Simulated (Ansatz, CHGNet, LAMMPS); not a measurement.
# fcc Al: properties by level of theory

Reference values: lattice constant a 4.018 Å (measured, static lattice: zero-point anharmonic expansion removed; as tabulated in Mejia-Rodriguez and Trickey (2018), arXiv:1807.09216); elastic constant C11 114 GPa (measured, 0 K, low-temperature values given for 0 K; zero-point effects included; as tabulated in Li et al. (2021), arXiv:2102.01972); elastic constant C44 31.6 GPa (measured, 0 K, low-temperature values given for 0 K; zero-point effects included; as tabulated in Li et al. (2021), arXiv:2102.01972).

```csv
level (code),equilibrium lattice constant a (Å),elastic constant C11 (GPa),elastic constant C44 (GPa)
EAM Al_jnp.eam (LAMMPS),3.988,111,45.9
MEAM library.meam-Al (LAMMPS),4.050,112,28.0
CHGNet-r²SCAN (CHGNet),3.986,82.9,18.2
PBEsol (Ansatz),4.014,112,31.0
```

Differences from the reference values (errors of the level alone only where the reference is corrected to a static lattice):

| level | lattice constant a (%) | elastic constant C11 (%) | elastic constant C44 (%) |
|---|---|---|---|
| EAM Al_jnp.eam | -0.75 | -2.6 | +45 |
| MEAM library.meam-Al | +0.80 | -1.8 | -11.4 |
| CHGNet-r²SCAN | -0.80 | -27 | -42 |
| PBEsol | -0.10 | -1.8 | -1.9 |

Nearest: lattice constant a, PBEsol; elastic constant C11, not ranked (one source); elastic constant C44, not ranked (one source). Empirical potentials aren't ranked on values they can be fitted to.

Empirical potentials (EAM Al_jnp.eam, MEAM library.meam-Al) are fitted to chosen data, which need not cover the solid at hand: agreement can be built in, and what lay outside the fit can be far off. Machine-learned potentials (CHGNet-r²SCAN) are trained on DFT data, which may include these solids.

Ansatz's density-functional and Hartree–Fock values are scalar-relativistic unless marked +SOC, with PAW data made under PBE.

Differences are worked out from the printed values.

Computed values are for the static lattice.

Ansatz is a quantum-chemistry and plane-wave program.
